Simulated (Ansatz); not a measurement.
Input file:

```yaml
crystal:
  periodic: [false, false, false]
  atoms:
    - {symbol: Ge, position_ang: [0.000000, 0.000000, 0.000000]}
    - {symbol: B, position_ang: [0.000000, 0.000000, 2.379000]}
basis:
  gaussian: {orbitals: cc-pVDZ}
magnetization: {spin_polarized: false, initial_magnetization: 3}
hamiltonian: {pseudopotentials: {relativity: scalar}}
correlation: {method: bccd_t, electrons: valence}
output: {forces: true}
```

```sh
$ ansatz run in.yaml --threads 1 --pin off --events-out ev --progress --plain --max-ram 2393MiB
```

(1) Roughly how long does this take on 1 thread of Arm Neoverse N1, shared host, and how much host memory?

```
462 factors; integrals over basis functions are off by at most 1.1e-3 eV
mean field evaluation 1: about -57605.6972 eV, gradient 4.3e0 eV
mean field evaluation 2: about -57605.7169 eV, gradient 4.4e0 eV
mean field evaluation 4: about -57606.0572 eV, gradient 1.6e0 eV
mean field evaluation 8: about -57606.1259 eV, gradient 4.6e-1 eV
mean field evaluation 16: about -57606.1392 eV, gradient 7.8e-6 eV
mean field evaluation 32: about -57606.1370 eV, gradient 1.6e-1 eV
mean field evaluation 64: about -57605.1811 eV, gradient 4.3e0 eV
mean field evaluation 96: about -57604.9699 eV, gradient 4.0e-3 eV
mean field evaluation 128: about -57603.6227 eV, gradient 6.2e0 eV
mean field evaluation 160: about -57604.8892 eV, gradient 8.4e-1 eV
mean field evaluation 192: about -57604.9699 eV, gradient 8.5e-2 eV
mean field evaluation 224: about -57604.3977 eV, gradient 3.7e-2 eV
mean field evaluation 256: about -57603.7970 eV, gradient 6.0e0 eV
mean field -57606.13923907 eV, -2116.9865701922 hartree, gradient 7.8e-6 eV, S^2 3.750000; 9 other end points of the search recorded, 0 dependent functions left out
mean field evaluation 288: about -57606.1973 eV, gradient 5.4e-1 eV
determinant -57606.13923907 eV, -2116.9865701922 hartree, with singles and doubles -57610.53666988 eV, -2117.1481727937 hartree
determinant -57604.96988243 eV, -2116.9435971284 hartree, with singles and doubles -57608.81467179 eV, -2117.0848905313 hartree
determinant -57604.39767555 eV, -2116.9225689135 hartree, with singles and doubles -57608.51822599 eV, -2117.0739963489 hartree
determinant -57603.52949741 eV, -2116.8906639550 hartree, with singles and doubles -57608.25105719 eV, -2117.0641780768 hartree
10 core orbitals not correlated: weight in the atoms' cores, before any rotation towards them, 1.000 or more for the frozen orbitals, at most 0.000 for the correlated occupied ones
reference -57606.13923907 eV, -2116.9865701922 hartree; 10, 7 occupied and 21, 24 virtual orbitals, 462 factors
second order -3.41329793 eV of doubles, -0.07454215 eV of singles
cycle   1  -4.37798860 eV  change    1.9e-2 eV  update   3.6e-2
cycle   2  -4.37268222 eV  change    5.3e-3 eV  update   1.0e-2
cycle   3  -4.36988076 eV  change    2.8e-3 eV  update   5.9e-3
cycle   4  -4.36556278 eV  change    4.3e-3 eV  update   3.8e-3
cycle   5  -4.36537055 eV  change    1.9e-4 eV  update   2.5e-3
cycle   6  -4.36472276 eV  change    6.5e-4 eV  update   1.1e-3
cycle   7  -4.36424339 eV  change    4.8e-4 eV  update   4.7e-4
cycle   8  -4.36415139 eV  change    9.2e-5 eV  update   1.7e-4
cycle   9  -4.36411268 eV  change    3.9e-5 eV  update   8.6e-5
cycle  10  -4.36410534 eV  change    7.3e-6 eV  update   3.8e-5
cycle  11  -4.36410781 eV  change   -2.5e-6 eV  update   1.6e-5
cycle  12  -4.36410424 eV  change    3.6e-6 eV  update   5.2e-6
cycle  13  -4.36410384 eV  change    4.0e-7 eV  update   2.0e-6
cycle  14  -4.36410350 eV  change    3.4e-7 eV  update   6.8e-7
cycle  15  -4.36410337 eV  change    1.2e-7 eV  update   2.5e-7
perturbative correction -0.27208692 eV, -0.0099990098 hartree
the calculation of the forces begins
Total energy: -57610.77542936 eV, -2117.1569470429 hartree
Relativity: scalar
Atom 0 at     0.000000     0.000000     0.000000 Å, force    -0.000000     0.000000     2.223436 eV/Å
Atom 1 at     0.000000     0.000000     2.379000 Å, force     0.000000    -0.000000    -2.223436 eV/Å
Dipole moment:    -0.000000    -0.000000    -0.129402 e Å
```

Forces (eV/Å):
```
Ge   0.000  0.000  2.223
B    0.000  0.000 -2.223
```

## Answers

(1) 14 s wall and 0.18 GiB.
